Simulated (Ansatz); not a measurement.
# C₅H₉O, SMILES CC(O)[C]1CC1: a single point in a Gaussian basis

Program: Ansatz 0.2.0 through its Python package.

Typed at the interpreter:
```pycon
>>> from pathlib import Path
>>> import ansatz as az
>>> mol = (
...     az.Crystal.molecule()
...     .atom('C', (1.7791, -0.8951, 0.0865))
...     .atom('C', (0.8406, 0.3021, -0.0255))
...     .atom('O', (0.5352, 0.7624, 1.2702))
...     .atom('C', (-0.4096, -0.1057, -0.843))
...     .atom('C', (-1.5894, -0.6096, -0.0167))
...     .atom('C', (-1.6288, 0.7832, -0.622))
...     .atom('H', (1.2864, -1.722, 0.642))
...     .atom('H', (2.0655, -1.2567, -0.9245))
...     .atom('H', (2.7023, -0.6005, 0.6294))
...     .atom('H', (1.3766, 1.091, -0.6048))
...     .atom('H', (0.5887, 1.7536, 1.2532))
...     .atom('H', (-1.4746, -0.6268, 1.0873))
...     .atom('H', (-2.2328, -1.341, -0.5486))
...     .atom('H', (-2.2978, 0.8615, -1.5042))
...     .atom('H', (-1.5413, 1.6034, 0.1205))
... )
>>> model = (
...     mol.calculation()
...     .basis(gaussian='def2-SVPD')
...     .functional(az.LibraryFunctional('PBE0-DH'))
...     .spin('collinear', total=1)
...     .accuracy('high')
...     .orbitals()
... )
>>> result = model.run(threads=1, backend='cpu', runs_dir='out')

>>> rep = result.report
>>> rep['positions_ang']
[[1.7791, -0.8951, 0.0865], [0.8406, 0.3021, -0.0255], [0.5352, 0.7624, 1.2702], [-0.4096, -0.1057, -0.843], [-1.5894, -0.6096, -0.0167], [-1.6288, 0.7832, -0.622], [1.2864, -1.722, 0.642], [2.0655, -1.2567, -0.9245], [2.7023, -0.6005, 0.6294], [1.3766, 1.091, -0.6048], [0.5887, 1.7536, 1.2532], [-1.4746, -0.6268, 1.0873], [-2.2328, -1.341, -0.5486], [-2.2978, 0.8615, -1.5042], [-1.5413, 1.6034, 0.1205]]
>>> for key in ('converged', 'free_energy_ev', 'reference_energy_ev', 'n_frozen', 'n_occupied', 'n_virtual'):
...     print(f'{key:22s} {rep[key]}')
...
converged              True
free_energy_ev         -7361.675112180176
reference_energy_ev    -7357.869572389105
n_frozen               6
n_occupied             [18, 17]
n_virtual              [171, 172]
>>> lines = Path(rep['orbitals_path']).read_text().splitlines()
>>> field_of = lambda key: [line.split('=')[1].strip() for line in lines if line.startswith(key)]
>>> orbitals = [(27.211386 * float(e), s, float(n)) for e, s, n in zip(field_of('Ene='), field_of('Spin='), field_of('Occup='))]
>>> homo = max(e for e, _, n in orbitals if n > 0.5)
>>> lumo = min(e for e, _, n in orbitals if n < 0.5)
>>> for e, spin, n in sorted(orbitals):
...     if homo - 10 < e < lumo + 5:
...         print(f'{spin:6s} {e:10.3f} eV  occupation {n:.0f}')
...
Beta      -18.305 eV  occupation 1
Alpha     -17.209 eV  occupation 1
Beta      -16.772 eV  occupation 1
Alpha     -16.403 eV  occupation 1
Beta      -16.266 eV  occupation 1
Alpha     -15.560 eV  occupation 1
Beta      -15.214 eV  occupation 1
Alpha     -14.310 eV  occupation 1
Beta      -14.014 eV  occupation 1
Alpha     -13.207 eV  occupation 1
Beta      -13.097 eV  occupation 1
Alpha     -12.454 eV  occupation 1
Beta      -12.422 eV  occupation 1
Alpha     -12.110 eV  occupation 1
Beta      -11.928 eV  occupation 1
Alpha     -11.732 eV  occupation 1
Beta      -11.612 eV  occupation 1
Alpha     -11.103 eV  occupation 1
Beta      -11.001 eV  occupation 1
Alpha     -10.923 eV  occupation 1
Beta      -10.515 eV  occupation 1
Alpha      -9.438 eV  occupation 1
Beta       -9.159 eV  occupation 1
Alpha      -9.155 eV  occupation 1
Beta       -8.856 eV  occupation 1
Alpha      -8.368 eV  occupation 1
Beta       -0.878 eV  occupation 0
Alpha       1.056 eV  occupation 0
Beta        1.073 eV  occupation 0
Alpha       1.926 eV  occupation 0
Beta        1.963 eV  occupation 0
Alpha       2.035 eV  occupation 0
Beta        2.075 eV  occupation 0
Alpha       2.282 eV  occupation 0
Beta        2.400 eV  occupation 0
Alpha       2.876 eV  occupation 0
Beta        2.908 eV  occupation 0
Alpha       3.100 eV  occupation 0
Beta        3.179 eV  occupation 0
Alpha       3.505 eV  occupation 0
Beta        3.562 eV  occupation 0
Alpha       3.619 eV  occupation 0
Beta        3.696 eV  occupation 0
Alpha       4.062 eV  occupation 0
Beta        4.090 eV  occupation 0
```

Caveats:
- These settings explore the input space; basis and method may be short of convergence.
- The geometry is a force-field or estimated start, not a minimum of this method, and the basis set is short of its limit.
- The species is open-shell (spin multiplicity 2).
- Levels such as HOMO and LUMO are orbital energies: with these approximate functionals they aren't the ionisation energy and electron affinity, and their gap isn't the fundamental gap.
- For a double hybrid the total adds scaled second-order correlation to the self-consistent reference.
- It ran for 90 s on 1 thread of Intel(R) Xeon(R) Platinum 8488C (Sapphire Rapids), with other jobs on the host, peak memory 1.5 GiB.

(Lines on the test bed's own set-up are left out of the output.)
